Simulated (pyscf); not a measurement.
Structures and frequencies: ωB97X-D3(BJ)/def2-SVP in PySCF. MP2 and CC: frozen core, UHF for open shells. ΔMP2 is the change of the MP2 total energy from the triple- to the quadruple-zeta basis.

### Question
For F–CH₂–CH(F)–F (SMILES FCC(F)F) → H₃C–F (SMILES CF) + F–C:–F (SMILES F[C]F) [singlet], a 1,1-elimination (singlet surface; C–C, C–H broken, C–H formed), PBE/def2-TZVP gives ΔE‡ = 356.8 kJ/mol and ΔE = +252.6 kJ/mol (zero: the reactant's lowest minimum found). In which direction and how far do B3LYP-D3(BJ)/def2-TZVP, PBE0-D3(BJ)/def2-TZVP, CCSD(T)/def2-TZVPP + ΔMP2(QZVPP) move these?

### Answer
B3LYP-D3(BJ): ΔE‡ = 388.1 kJ/mol, ΔE = +250.1 kJ/mol; PBE0-D3(BJ): ΔE‡ = 396.3 kJ/mol, ΔE = +271.4 kJ/mol; CCSD(T): ΔE‡ = 399.4 kJ/mol, ΔE = +250.8 kJ/mol. PBE's barrier lies under all of them, by 31.4 to 42.7 kJ/mol. Its reaction energy lies among theirs. Low barriers are usual for a GGA, whose delocalisation error favours stretched bonds. F–CH₂–CH(F)–F lies 82.7 kJ/mol over its isomer H₃C–C(F)(F)–F, and others may lie lower still (electronic energy, ωB97M-D3(BJ)). This is the saddle that the search found; another between the same sides may lie lower. The CCSD(T) − MP2 part came from Ansatz, without density fitting, on the same reference.
